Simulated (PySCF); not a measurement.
# Argon: highly charged ions in a basis for the neutral atom

Ar⁹⁺ [He] 2s2 2p5, Ar¹⁰⁺ [He] 2s2 2p4. All numbers are calculated (PySCF 2.14, scalar relativity by spin-free X2C-1e, in x2c-TZVPall). No spin-orbit coupling, so a gap to NIST mixes the basis error with missing relativistic terms.

Changed run: basis of the neutral atom used for a highly charged ion. This setting is unsound on purpose.

```
species  method  sound run (hartree)  changed run (hartree)  converged
   Ar⁹⁺     UHF              not run             -492.22523        yes
   Ar⁹⁺     LDA              not run             -490.91667        yes
   Ar⁹⁺    PBE0              not run             -492.43124        yes
  Ar¹⁰⁺     UHF              not run             -474.62477        yes
  Ar¹⁰⁺     LDA              not run             -473.26545        yes
  Ar¹⁰⁺    PBE0              not run             -474.77493        yes
```

Ionisation energy of Ar⁹⁺:

```tsv
method	changed run (eV)	NIST (eV)
UHF	478.93	479.76 ± 0.12
LDA	480.31	479.76 ± 0.12
PBE0	480.45	479.76 ± 0.12
```

The contracted functions were made for the neutral atom and can be too rigid for a highly charged ion.
